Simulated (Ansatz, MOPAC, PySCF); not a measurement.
Gas-phase reaction in SMILES: COC(C)=O + 2 C (CH4) + O (H2O) -> O=C (CH2O) [formaldehyde] + CC (C2H6) [ethane] + 2 CO (CH4O)

Wanted: bond separation energy (enthalpy at 298 K), in kcal/mol. Set-up: no dispersion term unless named; no spin-orbit coupling; six Cartesian d functions in 6-31G* and its kin unless marked 5d; non-relativistic. Ab initio and DFT rows: single points at B3LYP-D3(BJ) geometries (Ansatz, an electronic-structure program), with unscaled harmonic terms from B3LYP/6-31G* (Ansatz) at its own minima. Semi-empirical rows: MOPAC heats of formation at their own minima for 298 K.

| species | coefficient | E at HF/6-31G* (Ansatz), Eh | E at M06-2X/def2-TZVPD (PySCF), Eh | H(298 K) - E, kcal/mol | heat of formation at AM1 (MOPAC), kcal/mol |
|---|---|---|---|---|---|
| COC(C)=O | -1 | -266.83527 | -268.38368 | 61.11 | -96.48 |
| C (CH4) | -2 | -40.19509 | -40.50048 | 30.76 | -8.79 |
| C=O (CH2O) | +1 | -113.86555 | -114.49985 | 19.22 | -31.51 |
| CC (C2H6) | +1 | -79.22860 | -79.80476 | 49.98 | -17.44 |
| CO (CH4O) | +2 | -115.03467 | -115.71710 | 34.95 | -57.05 |
| O (H2O) | -1 | -76.01026 | -76.42916 | 15.65 | -59.25 |

Measured values: Active Thermochemical Tables 1.112 (ions: stationary electron), as tabulated in the package chemicals; CRC Handbook, as tabulated in the package chemicals; they hold spin-orbit and core effects, anharmonicity and other conformers.  Value to compare with, the measured value: 50.2 kcal/mol. 1 Eh = 627.5095 kcal/mol.

Problem. Compute it at each level from the table, and compare with the measured value.

Solution. 
- HF/6-31G*: the sum of coefficient times E is 0.07222 Eh, or 45.32 kcal/mol; the thermal terms add 0.82. Result: 46.1 kcal/mol. Its error against the measured value is -4.1 kcal/mol.
- M06-2X/def2-TZVPD: the sum of coefficient times E is 0.07499 Eh, or 47.06 kcal/mol; the thermal terms add 0.82. Result: 47.9 kcal/mol. Its error against the measured value is -2.3 kcal/mol.
- AM1: the sum of coefficient times heat of formation is 10.26 kcal/mol; it needs no thermal term. Its error against the measured value is -39.9 kcal/mol.
